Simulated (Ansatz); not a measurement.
**Trigonal Se**

These are r²SCAN0 (PAW; Ansatz, a program for electronic structure) values and carry that method's errors.

Numerical settings: plane-wave cutoff 520 eV, 9×9×6 k mesh (along the axes of the cell as run), Fermi–Dirac smearing 0.01 eV, scalar-relativistic PAW data made under PBE.

Cell (relaxed at this level):

Space group P3₁21 (No. 152); a = b = 4.682 Å, c = 4.874 Å, α = β = 90.00°, γ = 120.00°

```json
[
 {"atom": "Se", "site": "3a", "symmetry": ".2.", "x": "0.7926", "y": "0.7926", "z": "0.0000"}
]
```

```yaml
band_gap: 3.09 eV (indirect)
smallest_direct_gap_on_the_k_points_sampled: 3.45 eV
"Γ–Γ gap": 4.67 eV
```

Note: the cell comes from a level without a dispersion term, which matters for the spacing of layers, chains or molecules.

Spin–orbit coupling is not included.

Static lattice: no zero-point or thermal effects.
